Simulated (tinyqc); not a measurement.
Inside a calculation. Method: Pariser-Parr-Pople SCF with singles CI, for the molecule C=CC=C[CH2-] (SMILES; centres numbered as the heavy atoms are written). One step of it, computed by the program tinyqc.

Question. PPP integrals. Mataga-Nishimoto: gamma = 14.399645/(R + a), a = 2 x 14.399645/(gamma_rr + gamma_ss); H_rr = -W_r - sum_(s != r) z_s gamma_rs; H_rs = beta for bonds.

Centres (angstrom, eV; a flat drawing with bonds scaled to 1.40 angstrom):
```
centre          x          y  core charge z          W   gamma_rr
1C      -2.425000  -0.280000              1  11.160000  11.130000
2C      -1.212000   0.420000              1  11.160000  11.130000
3C       0.000000  -0.280000              1  11.160000  11.130000
4C       1.212000   0.420000              1  11.160000  11.130000
5C       2.425000  -0.280000              1  11.160000  11.130000
```

Resonance integrals (eV):
```
i  j       beta
1  2  -2.390000
2  3  -2.390000
3  4  -2.390000
4  5  -2.390000
```

Give: repulsion gamma_rs; core matrix H.

Answer.

repulsion gamma_rs (eV), order 1C, 2C, 3C, 4C, 5C:
```
[[11.1300, 5.3446, 3.8722, 2.8814, 2.3438],
 [5.3446, 11.1300, 5.3463, 3.8732, 2.8814],
 [3.8722, 5.3463, 11.1300, 5.3463, 3.8722],
 [2.8814, 3.8732, 5.3463, 11.1300, 5.3446],
 [2.3438, 2.8814, 3.8722, 5.3446, 11.1300]]
```

core matrix H (eV), order 1C, 2C, 3C, 4C, 5C:
```
[[-25.6019, -2.3900, 0.0000, 0.0000, 0.0000],
 [-2.3900, -28.6054, -2.3900, 0.0000, 0.0000],
 [0.0000, -2.3900, -29.5969, -2.3900, 0.0000],
 [0.0000, 0.0000, -2.3900, -28.6054, -2.3900],
 [0.0000, 0.0000, 0.0000, -2.3900, -25.6019]]
```
